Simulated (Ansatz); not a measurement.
The end point of a relaxation of MgO. Space group Fm-3m (No. 225), rock salt type. Computed with PBEsol (plane waves to 420 eV, PAW, scalar-relativistic; Ansatz, a quantum-chemistry and plane-wave program).

```xyz
2
Lattice="0.0000 2.1070 2.1070 2.1070 0.0000 2.1070 2.1070 2.1070 0.0000" Properties=species:S:1:pos:R:3 pbc="T T T"
Mg     2.1070     2.1070     2.1070
O      0.0000     0.0000     0.0000
```

| Property | Result |
|---|---|
| Volume per atom | 9.35 Å³ |
| Band gap | 4.62 eV, direct at Γ (no spin-orbit coupling) |
| Shortest distances | Mg–O 2.11 Å; Mg–Mg 2.98 Å; O–O 2.98 Å |
| k-mesh | 13×13×13 |

No spin polarisation in the result.

Measured for MgO: a 4.189 Å (static lattice; corrected from measurement; as listed in Daniel Mejia-Rodriguez, S. B. Trickey, Phys. Rev. B (2018)); gap 8.36 eV (static lattice; corrected from measurement; as listed in Wei Chen et al., Physical Review Materials (2018)). Computed minus measured — a: PBEsol +0.6 %; gap: PBEsol -3.74 eV. The computed values are for a static lattice, and a measured gap can be an optical one, lowered by exciton binding.

It was reached from a disturbed copy of a P4/mmm (No. 123) cell, against which it lies -469 meV/atom.
